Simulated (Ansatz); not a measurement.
Results of rVV10 (Ansatz, an electronic-structure program, PAW) for 1T (CdI2-type) HfS₂.

Rigid layers of the crystal as relaxed at this level are moved apart or together:

```
run   k mesh  layer repeat (Å)  energy against free layers (meV/Å²)  gap on the mesh (eV)
---  -------  ----------------  -----------------------------------  --------------------
1    12×12×6              5.54                               -19.57                 0.659
2    12×12×6              5.69                               -22.06                 0.818
3    12×12×6              5.84                               -22.79                 0.971
4    12×12×6              6.04                               -22.08                 1.132
5    12×12×6              6.34                               -19.28                 1.219
6    12×12×6              6.84                               -13.83                 1.254
7    12×12×6              7.84                                -6.62                 1.297
8    12×12×4              9.84                                -1.94                 1.317
```

The lowest energy of these points lies at a layer repeat of 5.84 Å.

Spin–orbit coupling is not included.
